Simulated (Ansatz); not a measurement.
A made-up structure of Si2NH5, closed shell:

```xyz
8
angstrom
N -1.1876 1.0947 -0.8747
Si 0.2612 0.5401 0.2116
Si 1.0461 -1.6730 0.6927
H -1.8779 0.3726 -1.3917
H -1.4482 2.1657 -1.0742
H 0.9637 1.9537 0.7396
H 2.0873 -1.6903 1.5957
H 0.1554 -2.7635 0.1010
```

It is relaxed with PBE-D4/def2-SVP and then PBE0-D4/def2-TZVP (Ansatz 0.2.0). Atoms count as bonded within 1.22 times the sum of their covalent radii (H–H: 0.88 Å). The end point is not checked to be a true minimum.

**Question.** Does its bonding change? (A judgement: the text doesn't fix the answer.)

**Answer.** By the calculation: No: no bond forms or breaks.

Where it ends: The first stage lowers the energy by 1.77 eV in 10 steps. It ends as Si₂NH₅ ([NH2][SiH][SiH2]):
N1  (-1.087, 0.976, -0.744)
Si2  (0.196, 0.482, 0.240)
Si3  (1.229, -1.488, 0.222)
H4  (-1.738, 0.330, -1.160)
H5  (-1.264, 1.933, -0.997)
H6  (0.876, 1.746, 0.638)
H7  (1.696, -1.514, 1.650)
H8  (0.091, -2.465, 0.152)
(Å)

Labels in which every atom is bracketed show which atoms are joined, not bond orders.

For scale, one of the runs: PBE0-D4/def2-TZVP relaxation, 135 basis functions, launched by `ansatz run in.yaml --threads 2 --pin off --events-out ev --progress --plain --max-ram 4352MiB`. Hardware: 2 CPU threads of an Arm Neoverse V2, shared host. Wall time about 26 s.
